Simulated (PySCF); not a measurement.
Dissociation curve of SMILES FB(F)F, singlet. The B1–F4 bond (B1 also carries F, F; F4 carries nothing else) is varied alone, starting from the PBE0/def2-TZVP optimised geometry.

Levels: UHF/cc-pVDZ (PySCF); RHF/cc-pVDZ (PySCF); UKS-M06-2X = unrestricted M06-2X/cc-pVDZ run with PySCF; RKS-M06-2X = restricted M06-2X/cc-pVDZ (PySCF); UKS-LDA (SVWN5) = unrestricted LDA (SVWN5)/cc-pVDZ (PySCF); RKS-LDA (SVWN5) = restricted LDA (SVWN5)/cc-pVDZ (PySCF); UKS-PBE = unrestricted PBE/cc-pVDZ (PySCF 2.14.0); RKS-PBE = restricted PBE/cc-pVDZ (PySCF 2.14.0); UKS-B3LYP/6-31G* = unrestricted B3LYP/6-31G*, spherical d (PySCF); RKS-B3LYP/6-31G* = restricted B3LYP/6-31G*, spherical d (PySCF); UKS-B3LYP/3-21G = PySCF with unrestricted B3LYP/3-21G; RKS-B3LYP/3-21G = restricted B3LYP/3-21G (PySCF); UKS-B3LYP/6-311+G** = unrestricted B3LYP/6-311+G**, spherical d in PySCF 2.14.0; RKS-B3LYP/6-311+G** = PySCF 2.14.0 with restricted B3LYP/6-311+G**, spherical d.

Scanned distances (Å): 0.98, 1.05, 1.11, 1.17, 1.23, 1.28, 1.31, 1.34, 1.39, 1.43, 1.51, 1.64, 1.78, 1.96, 2.14, 2.34, 2.61, 2.91, 3.18, 3.56, 3.92, 4.56.

Q: Where does the unrestricted solution first break spin symmetry (<S²> of 0.01 or more)?

A: UHF: between 1.96 and 2.14 Å; UKS-M06-2X: between 2.14 and 2.34 Å; UKS-LDA (SVWN5): between 2.61 and 2.91 Å; UKS-PBE: between 2.34 and 2.61 Å; UKS-B3LYP/6-31G*: between 2.14 and 2.34 Å; UKS-B3LYP/3-21G: between 2.14 and 2.34 Å; UKS-B3LYP/6-311+G**: between 2.34 and 2.61 Å.

```json
[
 {"R / Å": "0.98", "<S²> UHF": "0.00", "E(RHF) − E(UHF) / kJ/mol": "0.0", "<S²> UKS-M06-2X": "0.00", "E(RKS-M06-2X) − E(UKS-M06-2X) / kJ/mol": "0.0", "<S²> UKS-LDA (SVWN5)": "0.00", "E(RKS-LDA (SVWN5)) − E(UKS-LDA (SVWN5)) / kJ/mol": "0.0", "<S²> UKS-PBE": "0.00", "E(RKS-PBE) − E(UKS-PBE) / kJ/mol": "0.0", "<S²> UKS-B3LYP/6-31G*": "0.00", "E(RKS-B3LYP/6-31G*) − E(UKS-B3LYP/6-31G*) / kJ/mol": "0.0", "<S²> UKS-B3LYP/3-21G": "0.00", "E(RKS-B3LYP/3-21G) − E(UKS-B3LYP/3-21G) / kJ/mol": "0.0", "<S²> UKS-B3LYP/6-311+G**": "0.00", "E(RKS-B3LYP/6-311+G**) − E(UKS-B3LYP/6-311+G**) / kJ/mol": "0.0"},
 {"R / Å": "1.05", "<S²> UHF": "0.00", "E(RHF) − E(UHF) / kJ/mol": "0.0", "<S²> UKS-M06-2X": "0.00", "E(RKS-M06-2X) − E(UKS-M06-2X) / kJ/mol": "0.0", "<S²> UKS-LDA (SVWN5)": "0.00", "E(RKS-LDA (SVWN5)) − E(UKS-LDA (SVWN5)) / kJ/mol": "0.0", "<S²> UKS-PBE": "0.00", "E(RKS-PBE) − E(UKS-PBE) / kJ/mol": "0.0", "<S²> UKS-B3LYP/6-31G*": "0.00", "E(RKS-B3LYP/6-31G*) − E(UKS-B3LYP/6-31G*) / kJ/mol": "0.0", "<S²> UKS-B3LYP/3-21G": "0.00", "E(RKS-B3LYP/3-21G) − E(UKS-B3LYP/3-21G) / kJ/mol": "0.0", "<S²> UKS-B3LYP/6-311+G**": "0.00", "E(RKS-B3LYP/6-311+G**) − E(UKS-B3LYP/6-311+G**) / kJ/mol": "0.0"},
 {"R / Å": "1.11", "<S²> UHF": "0.00", "E(RHF) − E(UHF) / kJ/mol": "0.0", "<S²> UKS-M06-2X": "0.00", "E(RKS-M06-2X) − E(UKS-M06-2X) / kJ/mol": "0.0", "<S²> UKS-LDA (SVWN5)": "0.00", "E(RKS-LDA (SVWN5)) − E(UKS-LDA (SVWN5)) / kJ/mol": "0.0", "<S²> UKS-PBE": "0.00", "E(RKS-PBE) − E(UKS-PBE) / kJ/mol": "0.0", "<S²> UKS-B3LYP/6-31G*": "0.00", "E(RKS-B3LYP/6-31G*) − E(UKS-B3LYP/6-31G*) / kJ/mol": "0.0", "<S²> UKS-B3LYP/3-21G": "0.00", "E(RKS-B3LYP/3-21G) − E(UKS-B3LYP/3-21G) / kJ/mol": "0.0", "<S²> UKS-B3LYP/6-311+G**": "0.00", "E(RKS-B3LYP/6-311+G**) − E(UKS-B3LYP/6-311+G**) / kJ/mol": "0.0"},
 {"R / Å": "1.17", "<S²> UHF": "0.00", "E(RHF) − E(UHF) / kJ/mol": "0.0", "<S²> UKS-M06-2X": "0.00", "E(RKS-M06-2X) − E(UKS-M06-2X) / kJ/mol": "0.0", "<S²> UKS-LDA (SVWN5)": "0.00", "E(RKS-LDA (SVWN5)) − E(UKS-LDA (SVWN5)) / kJ/mol": "0.0", "<S²> UKS-PBE": "0.00", "E(RKS-PBE) − E(UKS-PBE) / kJ/mol": "0.0", "<S²> UKS-B3LYP/6-31G*": "0.00", "E(RKS-B3LYP/6-31G*) − E(UKS-B3LYP/6-31G*) / kJ/mol": "0.0", "<S²> UKS-B3LYP/3-21G": "0.00", "E(RKS-B3LYP/3-21G) − E(UKS-B3LYP/3-21G) / kJ/mol": "0.0", "<S²> UKS-B3LYP/6-311+G**": "0.00", "E(RKS-B3LYP/6-311+G**) − E(UKS-B3LYP/6-311+G**) / kJ/mol": "0.0"},
 {"R / Å": "1.23", "<S²> UHF": "0.00", "E(RHF) − E(UHF) / kJ/mol": "0.0", "<S²> UKS-M06-2X": "0.00", "E(RKS-M06-2X) − E(UKS-M06-2X) / kJ/mol": "0.0", "<S²> UKS-LDA (SVWN5)": "0.00", "E(RKS-LDA (SVWN5)) − E(UKS-LDA (SVWN5)) / kJ/mol": "0.0", "<S²> UKS-PBE": "0.00", "E(RKS-PBE) − E(UKS-PBE) / kJ/mol": "0.0", "<S²> UKS-B3LYP/6-31G*": "0.00", "E(RKS-B3LYP/6-31G*) − E(UKS-B3LYP/6-31G*) / kJ/mol": "0.0", "<S²> UKS-B3LYP/3-21G": "0.00", "E(RKS-B3LYP/3-21G) − E(UKS-B3LYP/3-21G) / kJ/mol": "0.0", "<S²> UKS-B3LYP/6-311+G**": "0.00", "E(RKS-B3LYP/6-311+G**) − E(UKS-B3LYP/6-311+G**) / kJ/mol": "0.0"},
 {"R / Å": "1.28", "<S²> UHF": "0.00", "E(RHF) − E(UHF) / kJ/mol": "0.0", "<S²> UKS-M06-2X": "0.00", "E(RKS-M06-2X) − E(UKS-M06-2X) / kJ/mol": "0.0", "<S²> UKS-LDA (SVWN5)": "0.00", "E(RKS-LDA (SVWN5)) − E(UKS-LDA (SVWN5)) / kJ/mol": "0.0", "<S²> UKS-PBE": "0.00", "E(RKS-PBE) − E(UKS-PBE) / kJ/mol": "0.0", "<S²> UKS-B3LYP/6-31G*": "0.00", "E(RKS-B3LYP/6-31G*) − E(UKS-B3LYP/6-31G*) / kJ/mol": "0.0", "<S²> UKS-B3LYP/3-21G": "0.00", "E(RKS-B3LYP/3-21G) − E(UKS-B3LYP/3-21G) / kJ/mol": "0.0", "<S²> UKS-B3LYP/6-311+G**": "0.00", "E(RKS-B3LYP/6-311+G**) − E(UKS-B3LYP/6-311+G**) / kJ/mol": "0.0"},
 {"R / Å": "1.31", "<S²> UHF": "0.00", "E(RHF) − E(UHF) / kJ/mol": "0.0", "<S²> UKS-M06-2X": "0.00", "E(RKS-M06-2X) − E(UKS-M06-2X) / kJ/mol": "0.0", "<S²> UKS-LDA (SVWN5)": "0.00", "E(RKS-LDA (SVWN5)) − E(UKS-LDA (SVWN5)) / kJ/mol": "0.0", "<S²> UKS-PBE": "0.00", "E(RKS-PBE) − E(UKS-PBE) / kJ/mol": "0.0", "<S²> UKS-B3LYP/6-31G*": "0.00", "E(RKS-B3LYP/6-31G*) − E(UKS-B3LYP/6-31G*) / kJ/mol": "0.0", "<S²> UKS-B3LYP/3-21G": "0.00", "E(RKS-B3LYP/3-21G) − E(UKS-B3LYP/3-21G) / kJ/mol": "0.0", "<S²> UKS-B3LYP/6-311+G**": "0.00", "E(RKS-B3LYP/6-311+G**) − E(UKS-B3LYP/6-311+G**) / kJ/mol": "0.0"},
 {"R / Å": "1.34", "<S²> UHF": "0.00", "E(RHF) − E(UHF) / kJ/mol": "0.0", "<S²> UKS-M06-2X": "0.00", "E(RKS-M06-2X) − E(UKS-M06-2X) / kJ/mol": "0.0", "<S²> UKS-LDA (SVWN5)": "0.00", "E(RKS-LDA (SVWN5)) − E(UKS-LDA (SVWN5)) / kJ/mol": "0.0", "<S²> UKS-PBE": "0.00", "E(RKS-PBE) − E(UKS-PBE) / kJ/mol": "0.0", "<S²> UKS-B3LYP/6-31G*": "0.00", "E(RKS-B3LYP/6-31G*) − E(UKS-B3LYP/6-31G*) / kJ/mol": "0.0", "<S²> UKS-B3LYP/3-21G": "0.00", "E(RKS-B3LYP/3-21G) − E(UKS-B3LYP/3-21G) / kJ/mol": "0.0", "<S²> UKS-B3LYP/6-311+G**": "0.00", "E(RKS-B3LYP/6-311+G**) − E(UKS-B3LYP/6-311+G**) / kJ/mol": "0.0"},
 {"R / Å": "1.39", "<S²> UHF": "0.00", "E(RHF) − E(UHF) / kJ/mol": "0.0", "<S²> UKS-M06-2X": "0.00", "E(RKS-M06-2X) − E(UKS-M06-2X) / kJ/mol": "0.0", "<S²> UKS-LDA (SVWN5)": "0.00", "E(RKS-LDA (SVWN5)) − E(UKS-LDA (SVWN5)) / kJ/mol": "0.0", "<S²> UKS-PBE": "0.00", "E(RKS-PBE) − E(UKS-PBE) / kJ/mol": "0.0", "<S²> UKS-B3LYP/6-31G*": "0.00", "E(RKS-B3LYP/6-31G*) − E(UKS-B3LYP/6-31G*) / kJ/mol": "0.0", "<S²> UKS-B3LYP/3-21G": "0.00", "E(RKS-B3LYP/3-21G) − E(UKS-B3LYP/3-21G) / kJ/mol": "0.0", "<S²> UKS-B3LYP/6-311+G**": "0.00", "E(RKS-B3LYP/6-311+G**) − E(UKS-B3LYP/6-311+G**) / kJ/mol": "0.0"},
 {"R / Å": "1.43", "<S²> UHF": "0.00", "E(RHF) − E(UHF) / kJ/mol": "0.0", "<S²> UKS-M06-2X": "0.00", "E(RKS-M06-2X) − E(UKS-M06-2X) / kJ/mol": "0.0", "<S²> UKS-LDA (SVWN5)": "0.00", "E(RKS-LDA (SVWN5)) − E(UKS-LDA (SVWN5)) / kJ/mol": "0.0", "<S²> UKS-PBE": "0.00", "E(RKS-PBE) − E(UKS-PBE) / kJ/mol": "0.0", "<S²> UKS-B3LYP/6-31G*": "0.00", "E(RKS-B3LYP/6-31G*) − E(UKS-B3LYP/6-31G*) / kJ/mol": "0.0", "<S²> UKS-B3LYP/3-21G": "0.00", "E(RKS-B3LYP/3-21G) − E(UKS-B3LYP/3-21G) / kJ/mol": "0.0", "<S²> UKS-B3LYP/6-311+G**": "0.00", "E(RKS-B3LYP/6-311+G**) − E(UKS-B3LYP/6-311+G**) / kJ/mol": "0.0"},
 {"R / Å": "1.51", "<S²> UHF": "0.00", "E(RHF) − E(UHF) / kJ/mol": "0.0", "<S²> UKS-M06-2X": "0.00", "E(RKS-M06-2X) − E(UKS-M06-2X) / kJ/mol": "0.0", "<S²> UKS-LDA (SVWN5)": "0.00", "E(RKS-LDA (SVWN5)) − E(UKS-LDA (SVWN5)) / kJ/mol": "0.0", "<S²> UKS-PBE": "0.00", "E(RKS-PBE) − E(UKS-PBE) / kJ/mol": "0.0", "<S²> UKS-B3LYP/6-31G*": "0.00", "E(RKS-B3LYP/6-31G*) − E(UKS-B3LYP/6-31G*) / kJ/mol": "0.0", "<S²> UKS-B3LYP/3-21G": "0.00", "E(RKS-B3LYP/3-21G) − E(UKS-B3LYP/3-21G) / kJ/mol": "0.0", "<S²> UKS-B3LYP/6-311+G**": "0.00", "E(RKS-B3LYP/6-311+G**) − E(UKS-B3LYP/6-311+G**) / kJ/mol": "0.0"},
 {"R / Å": "1.64", "<S²> UHF": "0.00", "E(RHF) − E(UHF) / kJ/mol": "0.0", "<S²> UKS-M06-2X": "0.00", "E(RKS-M06-2X) − E(UKS-M06-2X) / kJ/mol": "0.0", "<S²> UKS-LDA (SVWN5)": "0.00", "E(RKS-LDA (SVWN5)) − E(UKS-LDA (SVWN5)) / kJ/mol": "0.0", "<S²> UKS-PBE": "0.00", "E(RKS-PBE) − E(UKS-PBE) / kJ/mol": "0.0", "<S²> UKS-B3LYP/6-31G*": "0.00", "E(RKS-B3LYP/6-31G*) − E(UKS-B3LYP/6-31G*) / kJ/mol": "0.0", "<S²> UKS-B3LYP/3-21G": "0.00", "E(RKS-B3LYP/3-21G) − E(UKS-B3LYP/3-21G) / kJ/mol": "0.0", "<S²> UKS-B3LYP/6-311+G**": "0.00", "E(RKS-B3LYP/6-311+G**) − E(UKS-B3LYP/6-311+G**) / kJ/mol": "0.0"},
 {"R / Å": "1.78", "<S²> UHF": "0.00", "E(RHF) − E(UHF) / kJ/mol": "0.0", "<S²> UKS-M06-2X": "0.00", "E(RKS-M06-2X) − E(UKS-M06-2X) / kJ/mol": "0.0", "<S²> UKS-LDA (SVWN5)": "0.00", "E(RKS-LDA (SVWN5)) − E(UKS-LDA (SVWN5)) / kJ/mol": "0.0", "<S²> UKS-PBE": "0.00", "E(RKS-PBE) − E(UKS-PBE) / kJ/mol": "0.0", "<S²> UKS-B3LYP/6-31G*": "0.00", "E(RKS-B3LYP/6-31G*) − E(UKS-B3LYP/6-31G*) / kJ/mol": "0.0", "<S²> UKS-B3LYP/3-21G": "0.00", "E(RKS-B3LYP/3-21G) − E(UKS-B3LYP/3-21G) / kJ/mol": "0.0", "<S²> UKS-B3LYP/6-311+G**": "0.00", "E(RKS-B3LYP/6-311+G**) − E(UKS-B3LYP/6-311+G**) / kJ/mol": "0.0"},
 {"R / Å": "1.96", "<S²> UHF": "0.00", "E(RHF) − E(UHF) / kJ/mol": "0.0", "<S²> UKS-M06-2X": "0.00", "E(RKS-M06-2X) − E(UKS-M06-2X) / kJ/mol": "0.0", "<S²> UKS-LDA (SVWN5)": "0.00", "E(RKS-LDA (SVWN5)) − E(UKS-LDA (SVWN5)) / kJ/mol": "0.0", "<S²> UKS-PBE": "0.00", "E(RKS-PBE) − E(UKS-PBE) / kJ/mol": "0.0", "<S²> UKS-B3LYP/6-31G*": "0.00", "E(RKS-B3LYP/6-31G*) − E(UKS-B3LYP/6-31G*) / kJ/mol": "0.0", "<S²> UKS-B3LYP/3-21G": "0.00", "E(RKS-B3LYP/3-21G) − E(UKS-B3LYP/3-21G) / kJ/mol": "0.0", "<S²> UKS-B3LYP/6-311+G**": "0.00", "E(RKS-B3LYP/6-311+G**) − E(UKS-B3LYP/6-311+G**) / kJ/mol": "0.0"},
 {"R / Å": "2.14", "<S²> UHF": "0.50", "E(RHF) − E(UHF) / kJ/mol": "28.4", "<S²> UKS-M06-2X": "0.00", "E(RKS-M06-2X) − E(UKS-M06-2X) / kJ/mol": "0.0", "<S²> UKS-LDA (SVWN5)": "0.00", "E(RKS-LDA (SVWN5)) − E(UKS-LDA (SVWN5)) / kJ/mol": "0.0", "<S²> UKS-PBE": "0.00", "E(RKS-PBE) − E(UKS-PBE) / kJ/mol": "0.0", "<S²> UKS-B3LYP/6-31G*": "0.00", "E(RKS-B3LYP/6-31G*) − E(UKS-B3LYP/6-31G*) / kJ/mol": "0.0", "<S²> UKS-B3LYP/3-21G": "0.00", "E(RKS-B3LYP/3-21G) − E(UKS-B3LYP/3-21G) / kJ/mol": "0.0", "<S²> UKS-B3LYP/6-311+G**": "0.00", "E(RKS-B3LYP/6-311+G**) − E(UKS-B3LYP/6-311+G**) / kJ/mol": "0.0"},
 {"R / Å": "2.34", "<S²> UHF": "0.76", "E(RHF) − E(UHF) / kJ/mol": "98.2", "<S²> UKS-M06-2X": "0.18", "E(RKS-M06-2X) − E(UKS-M06-2X) / kJ/mol": "3.0", "<S²> UKS-LDA (SVWN5)": "0.00", "E(RKS-LDA (SVWN5)) − E(UKS-LDA (SVWN5)) / kJ/mol": "0.0", "<S²> UKS-PBE": "0.00", "E(RKS-PBE) − E(UKS-PBE) / kJ/mol": "0.0", "<S²> UKS-B3LYP/6-31G*": "0.03", "E(RKS-B3LYP/6-31G*) − E(UKS-B3LYP/6-31G*) / kJ/mol": "0.1", "<S²> UKS-B3LYP/3-21G": "0.10", "E(RKS-B3LYP/3-21G) − E(UKS-B3LYP/3-21G) / kJ/mol": "0.7", "<S²> UKS-B3LYP/6-311+G**": "0.00", "E(RKS-B3LYP/6-311+G**) − E(UKS-B3LYP/6-311+G**) / kJ/mol": "0.0"},
 {"R / Å": "2.61", "<S²> UHF": "0.91", "E(RHF) − E(UHF) / kJ/mol": "200.8", "<S²> UKS-M06-2X": "0.57", "E(RKS-M06-2X) − E(UKS-M06-2X) / kJ/mol": "40.0", "<S²> UKS-LDA (SVWN5)": "0.00", "E(RKS-LDA (SVWN5)) − E(UKS-LDA (SVWN5)) / kJ/mol": "0.0", "<S²> UKS-PBE": "0.18", "E(RKS-PBE) − E(UKS-PBE) / kJ/mol": "2.0", "<S²> UKS-B3LYP/6-31G*": "0.42", "E(RKS-B3LYP/6-31G*) − E(UKS-B3LYP/6-31G*) / kJ/mol": "17.7", "<S²> UKS-B3LYP/3-21G": "0.50", "E(RKS-B3LYP/3-21G) − E(UKS-B3LYP/3-21G) / kJ/mol": "23.9", "<S²> UKS-B3LYP/6-311+G**": "0.33", "E(RKS-B3LYP/6-311+G**) − E(UKS-B3LYP/6-311+G**) / kJ/mol": "10.6"},
 {"R / Å": "2.91", "<S²> UHF": "0.97", "E(RHF) − E(UHF) / kJ/mol": "303.7", "<S²> UKS-M06-2X": "0.78", "E(RKS-M06-2X) − E(UKS-M06-2X) / kJ/mol": "92.0", "<S²> UKS-LDA (SVWN5)": "0.32", "E(RKS-LDA (SVWN5)) − E(UKS-LDA (SVWN5)) / kJ/mol": "5.9", "<S²> UKS-PBE": "0.48", "E(RKS-PBE) − E(UKS-PBE) / kJ/mol": "18.7", "<S²> UKS-B3LYP/6-31G*": "0.64", "E(RKS-B3LYP/6-31G*) − E(UKS-B3LYP/6-31G*) / kJ/mol": "51.0", "<S²> UKS-B3LYP/3-21G": "0.72", "E(RKS-B3LYP/3-21G) − E(UKS-B3LYP/3-21G) / kJ/mol": "63.9", "<S²> UKS-B3LYP/6-311+G**": "0.56", "E(RKS-B3LYP/6-311+G**) − E(UKS-B3LYP/6-311+G**) / kJ/mol": "35.9"},
 {"R / Å": "3.18", "<S²> UHF": "0.99", "E(RHF) − E(UHF) / kJ/mol": "382.2", "<S²> UKS-M06-2X": "0.88", "E(RKS-M06-2X) − E(UKS-M06-2X) / kJ/mol": "135.0", "<S²> UKS-LDA (SVWN5)": "0.52", "E(RKS-LDA (SVWN5)) − E(UKS-LDA (SVWN5)) / kJ/mol": "—", "<S²> UKS-PBE": "0.62", "E(RKS-PBE) − E(UKS-PBE) / kJ/mol": "—", "<S²> UKS-B3LYP/6-31G*": "0.75", "E(RKS-B3LYP/6-31G*) − E(UKS-B3LYP/6-31G*) / kJ/mol": "80.6", "<S²> UKS-B3LYP/3-21G": "0.83", "E(RKS-B3LYP/3-21G) − E(UKS-B3LYP/3-21G) / kJ/mol": "98.8", "<S²> UKS-B3LYP/6-311+G**": "0.67", "E(RKS-B3LYP/6-311+G**) − E(UKS-B3LYP/6-311+G**) / kJ/mol": "59.0"},
 {"R / Å": "3.56", "<S²> UHF": "1.00", "E(RHF) − E(UHF) / kJ/mol": "470.1", "<S²> UKS-M06-2X": "0.97", "E(RKS-M06-2X) − E(UKS-M06-2X) / kJ/mol": "188.4", "<S²> UKS-LDA (SVWN5)": "0.66", "E(RKS-LDA (SVWN5)) − E(UKS-LDA (SVWN5)) / kJ/mol": "—", "<S²> UKS-PBE": "0.73", "E(RKS-PBE) − E(UKS-PBE) / kJ/mol": "—", "<S²> UKS-B3LYP/6-31G*": "0.84", "E(RKS-B3LYP/6-31G*) − E(UKS-B3LYP/6-31G*) / kJ/mol": "115.1", "<S²> UKS-B3LYP/3-21G": "0.91", "E(RKS-B3LYP/3-21G) − E(UKS-B3LYP/3-21G) / kJ/mol": "138.5", "<S²> UKS-B3LYP/6-311+G**": "0.77", "E(RKS-B3LYP/6-311+G**) − E(UKS-B3LYP/6-311+G**) / kJ/mol": "86.3"},
 {"R / Å": "3.92", "<S²> UHF": "1.00", "E(RHF) − E(UHF) / kJ/mol": "531.9", "<S²> UKS-M06-2X": "0.99", "E(RKS-M06-2X) − E(UKS-M06-2X) / kJ/mol": "227.9", "<S²> UKS-LDA (SVWN5)": "0.73", "E(RKS-LDA (SVWN5)) − E(UKS-LDA (SVWN5)) / kJ/mol": "—", "<S²> UKS-PBE": "0.78", "E(RKS-PBE) − E(UKS-PBE) / kJ/mol": "—", "<S²> UKS-B3LYP/6-31G*": "0.89", "E(RKS-B3LYP/6-31G*) − E(UKS-B3LYP/6-31G*) / kJ/mol": "138.6", "<S²> UKS-B3LYP/3-21G": "0.96", "E(RKS-B3LYP/3-21G) − E(UKS-B3LYP/3-21G) / kJ/mol": "165.2", "<S²> UKS-B3LYP/6-311+G**": "0.82", "E(RKS-B3LYP/6-311+G**) − E(UKS-B3LYP/6-311+G**) / kJ/mol": "105.8"},
 {"R / Å": "4.56", "<S²> UHF": "1.00", "E(RHF) − E(UHF) / kJ/mol": "602.7", "<S²> UKS-M06-2X": "1.00", "E(RKS-M06-2X) − E(UKS-M06-2X) / kJ/mol": "272.9", "<S²> UKS-LDA (SVWN5)": "0.78", "E(RKS-LDA (SVWN5)) − E(UKS-LDA (SVWN5)) / kJ/mol": "—", "<S²> UKS-PBE": "0.82", "E(RKS-PBE) − E(UKS-PBE) / kJ/mol": "—", "<S²> UKS-B3LYP/6-31G*": "1.00", "E(RKS-B3LYP/6-31G*) − E(UKS-B3LYP/6-31G*) / kJ/mol": "—", "<S²> UKS-B3LYP/3-21G": "0.99", "E(RKS-B3LYP/3-21G) − E(UKS-B3LYP/3-21G) / kJ/mol": "191.9", "<S²> UKS-B3LYP/6-311+G**": "0.87", "E(RKS-B3LYP/6-311+G**) − E(UKS-B3LYP/6-311+G**) / kJ/mol": "129.0"}
]
```

Dashes: no converged value, or the column stops at the first point that the program doubted or that broke a chosen test of continuity, which isn't proof of a fault.
